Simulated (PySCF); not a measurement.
Computed with PBE-D3(BJ)/def2-TZVP // B3LYP-D3(BJ)/def2-TZVP (PySCF 2.14.0). All species are isolated molecules in the gas phase. One relaxed conformer stands for a flexible species; it need not be the lowest. Delta-SCF ions had no search for a lower state. 

Reference species (SMILES): `S` (neutral, multiplicity 1).

```yaml
HOMO–LUMO gap: 5.76 eV
vertical ionisation energy (Delta-SCF): 10.35 eV
HOMO: -6.19 eV
```

After one change: the HOMO–LUMO gap falls by 1.13 eV; the vertical ionisation energy (Delta-SCF) drops by 0.19 eV; the HOMO decreases by 0.70 eV.

### Question
What was changed between the two runs? The new species is one of these.
(A) `FCS` (F–C–S–H torsion 76°)
(B) `OS` (H–O–S–H torsion 91°)
(C) `CS`
(D) `CS(=O)(=O)S` (O–S–S–H torsion 30°)

### Answer
D, `CS(=O)(=O)S` (O–S–S–H torsion 30°)
